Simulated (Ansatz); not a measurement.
`C#CCOC` + H₂ → `COC` + `C#C` at 600 K and 1 bar (hydrogenolysis of a C–C bond).

Computed with Ansatz on PBE0-D4/def2-TZVP structures; ΔE is electronic, products minus reactants. CCSD(T)/CBS is the MP2 limit (def2-TZVPP, def2-QZVPP) plus CCSD(T) − MP2 in def2-TZVPP, frozen cores. This one scheme is used for every species. Each species was taken in one conformer, which may not be the lowest.

| species | CCSD(T)/CBS energy (Eh) | H − E (kJ/mol) | S (J/(mol·K)) |
| --- | --- | --- | --- |
| `C#CCOC` | -230.89724 | 289.3 | 398.6 |
| H₂ | -1.17544 | 43.9 | 150.8 |
| `COC` | -154.86276 | 248.7 | 321.2 |
| `C#C` | -77.22717 | 96.2 | 235.4 |

H − E and S are ideal-gas, rigid-rotor, harmonic terms from PBE0-D4/def2-TZVP, for one conformer and one mirror image of each species. For small species the MP2-based limit differs from directly extrapolated CCSD(T) by up to some mEh (0.8 for H₂); such offsets cancel only in part. 1 Eh = 2625.50 kJ/mol, R = 8.31446 J/(mol·K).

**Question.** By hand: ΔE, ΔH, ΔS and ΔG.

**Answer.** ΔE = (-154.86276) + (-77.22717) − (-230.89724) − (-1.17544) = -0.01725 Eh = -45.3 kJ/mol. Δ(H − E) = 248.7 + 96.2 − 289.3 − 43.9 = 11.7, so ΔH = -33.6 kJ/mol. ΔS = 321.2 + 235.4 − 398.6 − 150.8 = 7.2 J/(mol·K). ΔG = -33.6 − 600 × (7.2)/1000 = -37.9 kJ/mol.

**Question.** By hand: the equilibrium constant, and the temperature at which ΔG would vanish if ΔH and ΔS stayed fixed.

**Answer.** log₁₀ K = −ΔG/(RT ln 10) = 3.3. ΔH and −TΔS have one sign here, so there is no such temperature.

The number of gas molecules stays the same, so ΔS is small and ΔH decides. A doubt of 5 kJ/mol in ΔE shifts log₁₀ K by 0.4 here. Other conformers and mirror images would add mixing entropy, several J/(mol·K) or more a flexible species. These are equilibria of isolated gas molecules and say nothing of rates. Largest T1 diagnostic: 0.013 (customary marks: 0.02 for closed shells, 0.045 for open ones).

ΔS is within the doubt of such terms, so its sign, and with it that verdict, could turn.
